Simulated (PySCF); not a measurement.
(chlorosilyl)methane, CH₅ClSi, SMILES C[SiH2]Cl, point group Cs.

Level: PBE0/pcSseg-1 in PySCF (density fitting, grid level 2); geometry and Hessian at that level, cubic constants and property derivatives from steps of ±0.6 along each species' dimensionless normal coordinates, second-order vibrational perturbation theory. The parent has the commonest isotopes.

Equilibrium geometry (Å):

| atom | x | y | z |
| --- | --- | --- | --- |
| C1 | -0.9954 | -0.1306 | -0.0636 |
| Si2 | 0.8215 | 0.2341 | 0.1114 |
| Cl3 | 1.9197 | -1.1963 | -0.9178 |
| H4 | -1.3027 | -0.1123 | -1.1149 |
| H5 | -1.2422 | -1.1158 | 0.3467 |
| H6 | -1.5856 | 0.6203 | 0.4764 |
| H7 | 1.1687 | 1.5568 | -0.4687 |
| H8 | 1.2521 | 0.1815 | 1.5321 |

(1) Give the equilibrium and ground-state rotational constants (MHz) of parent; ¹³C at 1; ²H at 6; ²H at 4, ²H at 5.

(2) How is the parent's vibrational correction B0 − Be made up?

(3) And its quartic centrifugal distortion constants from the harmonic force field?

(4) Which nuclear quadrupole couplings χaa, χbb, χcc (MHz) does the parent show, at equilibrium and averaged?

A mode lies under 250 cm⁻¹, where this perturbation treatment is rough. Internal rotors are held in one well.

Results:

(1) 
```csv
species,Ae,Be,Ce,A0,B0,C0,Δ0 (u Å²),harmonic ZPE (cm⁻¹)
parent,15974,3835,3275.3,15921,3820.9,3259.6,-8.967,12189
¹³C at 1,15710,3737.8,3193.4,15659,3724.2,3178.2,-8.963,12154
²H at 6,15929,3611.4,3109.1,15859,3599.8,3095.5,-8.994,11524
"²H at 4, ²H at 5",13755,3619,3079.7,13713,3605.4,3064.8,-12.127,10842
```

Δ0 = Ic − Ia − Ib from the ground-state constants.

(2) 
```csv
axis,harmonic,Coriolis,cubic,total (MHz)
a,62.9,-38,-78,-53.1
b,6.79,-2.33,-18.6,-14.1
c,2.72,-1.54,-16.9,-15.7
```

(3) Asymmetric top, A reduction, Ir representation: ΔJ = 2.13 kHz, ΔJK = -16.3 kHz, ΔK = 145 kHz, δJ = 0.553 kHz, δK = 6.41 kHz.

(4) 35Cl at 3: -32.4, 10.4, 22.0 and -32.4, 10.3, 22.1.
